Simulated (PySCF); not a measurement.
The numbers below are computed, except where a source is named.
**C3H6F**

C3H6F is a small molecule (built as: C site whose three back bonds go to CH3, F, H; end group CH2), neutral, doublet. The structure, one conformer, was relaxed in the gas phase by PBE0-D3(BJ)/def2-SVP. No frequency run checks that it is a minimum.

SMILES: [CH2]C(C)F

```csv
atom,x (Å),y (Å),z (Å)
C1,-0.153,-0.198,0.499
C2,1.156,0.044,-0.236
F3,-0.164,0.584,1.638
C4,-1.358,0.096,-0.313
H5,-0.178,-1.256,0.834
H6,1.224,1.095,-0.552
H7,2.006,-0.183,0.425
H8,1.224,-0.595,-1.128
H9,-2.007,0.927,-0.032
H10,-1.579,-0.493,-1.205
```

EPR values by unrestricted B3LYP, IGLO-III on C F, pcH-1 on H.

(1) Predict g and the largest hyperfine couplings. Where does the spin sit?

(2) How do the isotropic couplings move with BHandHLYP?

Answers

(1) g = 2.0022, 2.0027, 2.0028. The spin sits on C4 (111 %, bonded to 1 C + 2 H) by Mulliken populations.
| atom | isotope | isotropic (MHz) | dipolar, principal values (MHz) |
| --- | --- | --- | --- |
| C4 | 13C | 85.6 | -79.8, -79.1, 158.9 |
| H5 | 1H | 101.1 | -5.4, -4.0, 9.4 |
| H9 | 1H | -66.7 | -38.8, 0.1, 38.7 |
| H10 | 1H | -64.1 | -38.5, -0.4, 38.9 |
| C2 | 13C | 69.7 | -4.4, -4.3, 8.7 |
| C1 | 13C | -34.6 | -2.2, 0.3, 1.9 |

(2) C4 85.6 to 113.7 MHz, H5 101.1 to 97.9 MHz, H9 -66.7 to -79.2 MHz, H10 -64.1 to -76.1 MHz.
